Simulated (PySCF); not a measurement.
Isothiocyanic acid, CHNS.
SMILES with atom numbers: `[NH:1]=[C:2]=[S:3]` (hydrogens: H4 on N1)

Geometry (PBE0-D3(BJ)/def2-TZVP, Å), atoms numbered from 1 in this order:
```
atom  x, y, z in Å
N1    -0.760   -0.302    0.267
C2     0.410   -0.110    0.432
S3     1.929    0.049    0.770
H4    -1.412    0.032   -0.419
```

All values: wB97X-D/pcSseg-2 (PySCF, non-relativistic), on one gas-phase PBE0-D3(BJ)/def2-TZVP geometry that isn't relaxed in the solvent. The solvent is an IEF-PCM continuum (cavity from Bondi-type radii × 1.2). Specific hydrogen bonds and non-electrostatic terms are outside this model.

Gas phase at wB97X-D/pcSseg-2: HOMO -9.40 eV, LUMO 0.63 eV, dipole 2.10 D.

Question: What does the continuum do to the energy, the frontier levels and the dipole at wB97X-D/pcSseg-2 in chloroform?

Answer: 
```tsv
solvent	ε	E(solvent) − E(gas) (kJ/mol)	polarisation term (kJ/mol)	distortion of the solute (kJ/mol)	HOMO (eV)	LUMO (eV)	dipole (D)
chloroform	4.711	-11.97	-13.58	1.61	-9.40	0.73	2.63
```

The polarisation term is half the interaction of the solute with the surface charges that it induces; the rest is the cost of distorting the solute's density. The sum is the electrostatic part of solvation alone.

Question: Which radius a makes the point-dipole formula ΔE = −[(ε − 1)/(2ε + 1)]·μ²/a³ give the value in chloroform, with the gas-phase dipole?

Answer: μ = 0.828 au and |ΔE| = 0.00456 Eh give a = 1.99 Å; the farthest nucleus lies 1.96 Å from the centroid of the nuclei. The formula assumes a rigid point dipole at the centre of a sphere.

Question: Give the dipole vector in the frame of the coordinates (D, pointing from negative to positive charge), gas and chloroform.

Answer: Gas (-1.54, 0.57, -1.32), solvent (-2.02, 0.61, -1.56). Its length changes by +25 % and its direction by 4°.

On one thread of an Arm Neoverse V2, shared host with 32 logical CPUs at a one-minute load of 54, this took 5.2 s and 0.43 GiB of memory at its peak. This is the whole shielding run at wB97X-D/pcSseg-2 in chloroform, SCF included.

wB97X-D is run here without its empirical dispersion term; that term would change no orbital, density or response property at a fixed geometry.
